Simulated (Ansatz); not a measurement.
Energy profile

The step: CH₃Cl ([CH3][Cl]) + SiH₃ → SiH₃Cl ([SiH3][Cl]) + CH₃; bonds formed: Cl1–Si3; bonds broken: Cl1–C2 (atoms numbered as in the saddle structure below).

```
9
angstrom
Cl 0.0111 0.0192 0.2954
C 0.0864 0.1749 2.2445
Si -0.0842 -0.1715 -2.1856
H -0.8402 0.6627 2.5279
H 0.1649 -0.8437 2.6094
H 0.9675 0.7735 2.4492
H -0.8416 -1.4015 -2.5313
H -0.7718 1.0354 -2.7117
H 1.3077 -0.2491 -2.6978
```

Electronic energies by CCSD(T) at an estimated basis limit (MP2 extrapolated from triple and quadruple zeta, plus CCSD(T) − MP2 in triple zeta), on PBE0-D4/def2-TZVP structures; CH6ClSi, doublet; no counterpoise correction; spin–orbit coupling, which lowers free halogen atoms and radicals such as OH and SH, is left out. Ansatz 0.2.0; basis: def2-TZVPP and def2-QZVPP; cores frozen in the correlated methods; orbitals are unrestricted. Extrapolation: Hartree–Fock as exp(−7.88 √X), correlation as X^−2.97.

Problem. Give the profile in kJ/mol, counted from the separated reactants. (To be estimated.)

Solution. The calculation gives:
```csv
point,kJ/mol
"separated: CH3Cl (linked as [CH3][Cl]; Cl1, C2, H4, H5, H6; singlet) + SiH3 (Si3, H7, H8, H9; doublet)",0.0
start structure,-2.1
saddle,33.9
end structure,-102.1
"separated: SiH3Cl (linked as [SiH3][Cl]; Cl1, Si3, H7, H8, H9; singlet) + CH3 (C2, H4, H5, H6; doublet)",-100.4
```

The T1 diagnostic stays at or below 0.017. ⟨S²⟩ of the unrestricted Hartree–Fock references: 0.75 to 0.82 (a pure state has 0.75). The unrestricted reference is spin-contaminated, which hurts MP2 most. The start structure is not quite a true minimum (one mode of 44i cm⁻¹). The end structure is not quite a true minimum (one mode of 25i cm⁻¹).

Radical steps of this kind take place in plasma deposition and etching.

For scale, one of the runs: CCSD(T)/def2-TZVPP, 199 basis functions, launched by `ansatz run in.yaml --threads 4 --pin off --events-out ev --progress --plain --max-ram 9574MiB`. Hardware: 4 CPU threads of an Arm Neoverse V1, shared host. Wall time 110 s; peak host memory 5.7 GiB.
